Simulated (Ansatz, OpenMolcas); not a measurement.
# AlClO (SMILES [O]=[Al][Cl]): the vertical energy of the triplet above the singlet, rung by rung

AlClO: 3 atoms, total charge 0, spin state singlet. As SMILES, `[O]=[Al][Cl]`. Geometry: a GFN2-xTB relaxation, a rough one for these elements and not checked as a minimum.

```tsv
atom	x (Å)	y (Å)	z (Å)
O	0.1075	1.6943	0.2460
Al	0.0093	0.1472	0.0214
Cl	-0.1168	-1.8415	-0.2673
```

Each level gives the vertical energy of the triplet above the singlet (eV). The values are calculated.

```csv
level,kind,program,value (eV),less FCI/STO-3G,CPU time (all runs)
HF/STO-3G,Hartree–Fock,Ansatz,1.76,-2.25,0.5 s
revPBE/STO-3G,GGA,Ansatz,3.96,-0.05,24 s
PBE0/STO-3G,global hybrid,OpenMolcas,3.49,-0.52,11 s
HSE06/STO-3G,range-separated hybrid,Ansatz,3.50,-0.51,9.7 s
B2PLYP/STO-3G,double hybrid,Ansatz,3.83,-0.18,7 s
MP2/STO-3G,perturbation theory,Ansatz,3.99,-0.02,0.96 s
"MRCI(2,2)/STO-3G",multireference,OpenMolcas,3.94,-0.07,4.5 s
CCSDT(Q)/STO-3G,coupled cluster or CI,Ansatz,4.03,+0.02,3.7 s
"FCI/STO-3G, open shells restricted",exact in the basis,OpenMolcas,4.01,0.00,84 s
FCI/STO-3G,exact in the basis,Ansatz,4.01,0.00,2.3 s
```

FCI/STO-3G, open shells restricted is exact within its basis and frozen core, so for wave-function methods in that basis the difference is their error; functionals converge differently with the basis, so for them it is only a difference. The values span 1.76 to 4.03 eV. All rows use very small basis sets, so even the best lies far from the true value. CPU times are rough (shared hosts, several kinds of processor): they show what a rung costs within a factor of a few.
